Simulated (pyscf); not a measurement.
Cl–CH₂–CH₂–Ga(Cl)–Cl → Cl–Ga(Cl)–Cl + H₂C=CH₂ (elimination; singlet surface; C–Cl, C–Ga broken, Cl–Ga formed). PySCF, gas phase, ωB97X-D3(BJ)/def2-SVP geometries. Energies in kJ/mol from the reactant's lowest minimum found.

```csv
level,barrier,reaction energy
PBE/def2-TZVP,24.3,-8.4
r²SCAN/def2-TZVP,19.5,-5.8
B3LYP-D3(BJ)/def2-TZVP,…,-16.3
M06-2X/def2-TZVP,…,…
ωB97M-D3(BJ)/def2-TZVP,36.1,-11.5
HF/def2-TZVP,33.0,-67.0
```

Complete the blanks.


- B3LYP-D3(BJ)/def2-TZVP, barrier: 24.8
- M06-2X/def2-TZVP, barrier: 30.1
- M06-2X/def2-TZVP, reaction energy: -11.6

The functionals in the table span 16.6 kJ/mol in this barrier, from r²SCAN to ωB97M-D3(BJ)/def2-TZVP. On the product side the descent ends in a bound adduct (not fully relaxed), 63.1 kJ/mol under the separated species and 95.3 kJ/mol under the saddle at ωB97X-D3(BJ)/def2-TZVP. What is counted as formed (Cl–Ga) is already present as a longer contact in the reactant adduct; forming that adduct is a step of its own. Cl–CH₂–CH₂–Ga(Cl)–Cl is closed by a dative Cl–Ga contact. This is the saddle that the search found; another between the same sides may lie lower. Elements up to Kr have no core potential and no relativistic terms here.
